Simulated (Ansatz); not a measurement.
# CH3BSi: the cost of one run

Method: single points in def2-TZVPP; program: Ansatz 0.2.0, Gaussian basis.

Correlated methods freeze the cores.

1 further run of the same task is left out (it didn't finish).

## 1. Starting geometry

SMILES `BC#[SiH]`, 6 atoms, charge 0, spin multiplicity 1.

Atoms are counted from 1 here; the program's logs count them from 0.

Bond lengths: B1–C2 1.510 Å, B1–H4 1.185 Å, B1–H5 1.168 Å, C2–Si3 1.620 Å, Si3–H6 1.491 Å. Angles: C2–B1–H4 122.8°, C2–B1–H5 119.8°, H4–B1–H5 117.4°, B1–C2–Si3 149.1°, C2–Si3–H6 139.2°.

Geometry (Å):

```xyz
6
charge 0, multiplicity 1
B    -0.51556   -0.19525   -1.16281
C    -0.11241   -0.29515    0.28860
Si    0.72098    0.29978    1.54428
H    -1.30967   -0.92031   -1.65978
H    -0.03612    0.62312   -1.84384
H     0.97738   -0.01274    2.97975
```

## 2. PBE-D4/def2-TZVPP

run/in.yaml

```yaml
crystal:
  periodic: [false, false, false]
  atoms:
    - {symbol: B, position_ang: [-0.515559, -0.195248, -1.162808]}
    - {symbol: C, position_ang: [-0.112407, -0.295153, 0.288596]}
    - {symbol: Si, position_ang: [0.720983, 0.299781, 1.544284]}
    - {symbol: H, position_ang: [-1.309669, -0.920307, -1.659775]}
    - {symbol: H, position_ang: [-0.036121, 0.623124, -1.843839]}
    - {symbol: H, position_ang: [0.977384, -0.012738, 2.979755]}
basis:
  gaussian: {orbitals: def2-TZVPP}
hamiltonian: {xc: pbe, dispersion: d4}
output: {forces: true}
```

The run is started by

```console
> ansatz run in.yaml --threads 2 --pin off --events-out ev --progress --plain --max-ram 3481MiB
```

Q: Estimate wall time and peak memory on 2 threads of Intel Xeon Platinum 8259CL at 2.50GHz, shared host.

About 1.6 s, with a peak of 0.15 GiB.
